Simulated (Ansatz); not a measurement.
**C₃H₅ClF₂: small, medium and large basis sets**

Aim: see how fast density functionals converge with the basis set for C₃H₅ClF₂.

Computed with Ansatz 0.2.0, Gaussian basis. Level: one geometry, several basis sets.

The runs, in order: PBE0-D4/def2-SVP; ωB97M-V/def2-SVP; PBE0-D4/def2-QZVPP; ωB97M-V/def2-QZVPP; the functionals' def2-TZVPP values are taken from earlier runs.

## 1. The relaxed structure

All runs share one geometry, relaxed beforehand with PBE0-D4 in a triple-zeta def2 set.

SMILES `C[C@@H](F)[C@H](F)Cl`, 11 atoms, charge 0, spin multiplicity 1.

Atoms are counted from 1 here; the program's logs count them from 0.

Bond lengths: C1–C2 1.505 Å, C1–H7 1.090 Å, C1–H8 1.092 Å, C1–H9 1.089 Å, C2–F3 1.386 Å, C2–C4 1.517 Å, C2–H10 1.095 Å, C4–F5 1.355 Å, C4–Cl6 1.774 Å, C4–H11 1.092 Å. Angles: C2–C1–H7 109.0°, C2–C1–H8 110.7°, C2–C1–H9 110.9°, H7–C1–H8 108.5°, H7–C1–H9 108.7°, H8–C1–H9 108.9°, C1–C2–F3 108.9°, C1–C2–C4 114.2°, C1–C2–H10 111.9°, F3–C2–C4 105.8°, F3–C2–H10 107.4°, C4–C2–H10 108.2°, C2–C4–F5 109.7°, C2–C4–Cl6 110.5°, C2–C4–H11 111.8°, F5–C4–Cl6 108.8°, F5–C4–H11 108.6°, Cl6–C4–H11 107.5°.

## 2. PBE0-D4 in def2-SVP

Contents of in.yaml:

```yaml
crystal:
  periodic: [false, false, false]
  atoms:
    - {symbol: C, position_ang: [0.083418, -0.539354, 1.202463]}
    - {symbol: C, position_ang: [0.594494, 0.011281, -0.101903]}
    - {symbol: F, position_ang: [1.319064, -0.974689, -0.752394]}
    - {symbol: C, position_ang: [-0.496495, 0.427904, -1.069899]}
    - {symbol: F, position_ang: [0.060719, 0.877715, -2.219694]}
    - {symbol: Cl, position_ang: [-1.485921, 1.723217, -0.369162]}
    - {symbol: H, position_ang: [0.925193, -0.919287, 1.782227]}
    - {symbol: H, position_ang: [-0.614796, -1.360878, 1.027220]}
    - {symbol: H, position_ang: [-0.419366, 0.234332, 1.781486]}
    - {symbol: H, position_ang: [1.263482, 0.865005, 0.048632]}
    - {symbol: H, position_ang: [-1.164490, -0.402246, -1.308375]}
basis:
  gaussian: {orbitals: def2-SVP}
hamiltonian: {xc: pbe0, dispersion: d4}
output: {orbitals: {seedname: orbitals}}
```

Launch:

```console
$ ansatz run in.yaml --threads 4 --pin off --events-out ev --progress --plain --max-ram 10444MiB
```

After this run come: ωB97M-V in def2-SVP; PBE0-D4 in def2-QZVPP; ωB97M-V in def2-QZVPP.

**Question.** What will the summary of the whole plan be? Wanted: PBE0-D4: double and triple zeta above quadruple; ωB97M-V: double and triple zeta above quadruple.

**Answer**, as computed:

| quantity | value |
| --- | --- |
| PBE0-D4: double and triple zeta above quadruple | 15.37, 0.82 eV |
| ωB97M-V: double and triple zeta above quadruple | 15.61, 0.79 eV |

In words: PBE0-D4 gains 14.55 eV from double to triple zeta, then 0.82 eV more. These are total energies; as a rule much of such shifts cancels in differences, which this series doesn't test. The LUMO of ωB97M-V is positive and keeps falling with the basis (3.24 to 1.91 eV): an unbound level that the basis holds in place.
